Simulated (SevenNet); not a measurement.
## Rock-salt TiN

Level of theory: the machine-learned potential SevenNet-0 (trained on PBE and PBE+U data).

Cell: relaxed at this level.

- lattice constant a = 4.253 Å
- volume per atom = 9.62 Å³/atom

Measured, for comparison: lattice constant a 4.239 Å, equilibrium volume per atom 9.52 Å³/atom (temperature not stated, not corrected to a static lattice; as tabulated in Zhang et al. (2018), doi:10.1088/1367-2630/aac7f0). Computed (rounded) less measured: lattice constant a +0.3 %, equilibrium volume per atom +1.1 %.

A machine-learned potential is trained on density-functional data: it inherits that level's misses and adds fitting errors of its own.
